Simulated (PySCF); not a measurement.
C₂H₄O₃S.
Atom-mapped SMILES: `[CH2:1]=[CH:2][S:3](=[O:4])(=[O:5])[OH:6]` (hydrogens: H7, H8 on C1; H9 on C2; H10 on O6)

The same species was optimised twice, with GFN2-xTB and with PBE0-D3(BJ)/def2-SVP (PySCF), and the same property calculations (PySCF, gas phase) were run on both structures.

```tsv
coordinate	GFN2-xTB	PBE0-D3(BJ)/def2-SVP	change
S3=O4 (Å)	1.432	1.452	+0.020
S3=O5 (Å)	1.424	1.442	+0.018
C2–S3 (Å)	1.780	1.761	-0.019
C1=C2 (Å)	1.311	1.329	+0.018
S3–O6 (Å)	1.620	1.623	+0.003
O4–S3–O5 (°)	119.6	122.8	+3.2
O5–S3–O6 (°)	108.5	105.7	-2.8
C2–S3–O5 (°)	109.9	108.1	-1.8
C1–C2–S3 (°)	118.6	120.3	+1.7
C2–S3–O6 (°)	99.6	101.2	+1.6
C2–S3–O4 (°)	110.6	109.5	-1.1
O4–S3–O6 (°)	106.7	107.5	+0.8
C1–C2–S3–O4 (°)	6	-4	-10
```

Rotational constants: A = 4751, B = 2626, C = 2591 MHz (GFN2-xTB) against A = 4702, B = 2605, C = 2539 MHz (PBE0-D3(BJ)/def2-SVP). Point groups within 0.08 Å: C1 and C1.

On the GFN2-xTB structure: HOMO (eV) -8.97 [PBE0/pcSseg-1]; LUMO (eV) -1.30 [PBE0/pcSseg-1]; dipole (D) 4.02 [PBE0/pcSseg-1]; GIAO shielding of C1 (ppm) 53.8 [PBE0/pcSseg-1]; GIAO shielding of C2 (ppm) 40.8 [PBE0/pcSseg-1]; GIAO shielding of S3 (ppm) 197.2 [PBE0/pcSseg-1]; GIAO shielding of O4/O5 (mean) (ppm) 113.1 [PBE0/pcSseg-1]; GIAO shielding of O6 (ppm) 124.4 [PBE0/pcSseg-1].

Task: What do these properties become on the PBE0-D3(BJ)/def2-SVP structure?

Result: 
| property | level | on GFN2-xTB | on PBE0-D3(BJ)/def2-SVP | change |
| --- | --- | --- | --- | --- |
| HOMO (eV) | PBE0/pcSseg-1 | -8.97 | -8.88 | +0.09 |
| LUMO (eV) | PBE0/pcSseg-1 | -1.30 | -1.45 | -0.15 |
| dipole (D) | PBE0/pcSseg-1 | 4.02 | 4.47 | +0.45 |
| energy, GFN2-xTB geometry as zero (kcal/mol) | PBE0/pcSseg-1 | 0.0 | -2.5 | -2.5 |
| GIAO shielding of C1 (ppm) | PBE0/pcSseg-1 | 53.8 | 49.5 | -4.3 |
| GIAO shielding of C2 (ppm) | PBE0/pcSseg-1 | 40.8 | 39.0 | -1.8 |
| GIAO shielding of S3 (ppm) | PBE0/pcSseg-1 | 197.2 | 185.2 | -12.0 |
| GIAO shielding of O4/O5 (mean) (ppm) | PBE0/pcSseg-1 | 113.1 | 104.2 | -8.9 |
| GIAO shielding of O6 (ppm) | PBE0/pcSseg-1 | 124.4 | 117.7 | -6.7 |

The heavy atoms differ by 0.070 Å rms after alignment. Among bonds between heavy atoms C2–S3 and S3=O4 change most and about equally (-0.019 to +0.020 Å). Changes are differences of the printed values. Neither structure is proved a minimum here.

Shape of the structure used: `[CH2:1]=[CH:2][S:3](=[O:4])(=[O:5])[OH:6]`: C1–C2–S3–O4 -4°, H–O6–S3–C2 92°.
